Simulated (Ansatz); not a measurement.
Relaxation of CH₂NSi (5 atoms, charge 1, multiplicity 1), to a largest force component of 0.02 eV/Å in at most 40 steps.

The calculation used RKS B3LYP-D4/def2-SVP in Ansatz 0.2.0.

```xyz
5
Properties=species:S:1:pos:R:3
C -0.332 0.586 -0.448
Si 0.413 -0.727 0.554
N 1.069 -1.880 1.437
H -0.499 0.482 -1.523
H -0.651 1.539 -0.019
```

Task: Where does it end, and by what steps?

Result: The run converged. Limits of this set-up: the dipole of an ion depends on the origin. After 4 steps the energy has fallen by 0.035 eV; Si2 moved furthest, 0.03 Å.

```tsv
step	energy less start (eV)	largest force component (eV/Å)	accepted
0	0.0000	1.302	yes
1	-0.0032	0.628	yes
2	-0.0324	0.194	yes
3	-0.0353	0.055	yes
4	-0.0354	0.004	yes
```

```xyz
5
Properties=species:S:1:pos:R:3
C -0.333 0.585 -0.446
Si 0.399 -0.703 0.535
N 1.068 -1.875 1.432
H -0.489 0.455 -1.529
H -0.645 1.538 0.008
```

Whether the end is a true minimum wasn't checked by a vibrational analysis.

Run time: 4.5 s on 1 thread of Intel(R) Xeon(R) Platinum 8488C (Sapphire Rapids), on a shared host, peak memory 0.13 GiB.
